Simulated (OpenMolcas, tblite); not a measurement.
How methods differ on AlH (SMILES [AlH])

AlH: 2 atoms, total charge 0, spin state singlet. As SMILES, `[AlH]`. The shape is that of a PBE0-D4/def2-TZVP optimisation.

```xyz
2

Al    0.0000    0.0000   -0.0256
H     0.0000    0.0000    1.6391
```

Each level gives the HOMO–LUMO gap (eV). The values are calculated.

```
             level            kind     program  value (eV)   CPU time
          GFN1-xTB  semi-empirical      tblite        6.37  under 2 s
    HF/def2-TZVPPD    Hartree–Fock  OpenMolcas        8.69      2.6 s
 SVWN5/def2-TZVPPD             LDA  OpenMolcas        2.26      5.4 s
   PBE/def2-TZVPPD             GGA  OpenMolcas        2.36      6.7 s
r2SCAN/def2-TZVPPD        meta-GGA  OpenMolcas        2.71      8.3 s
 B3LYP/def2-TZVPPD   global hybrid  OpenMolcas        3.72      6.6 s
B2PLYP/def2-TZVPPD   double hybrid  OpenMolcas        5.83      5.3 s
```

The values span 2.26 to 8.69 eV. Orbital gaps aren't excitation energies, and those of double hybrids come from the SCF part alone; they tend to grow with the share of exact exchange. CPU times are rough (shared hosts, several kinds of processor): they show what a rung costs within a factor of a few.
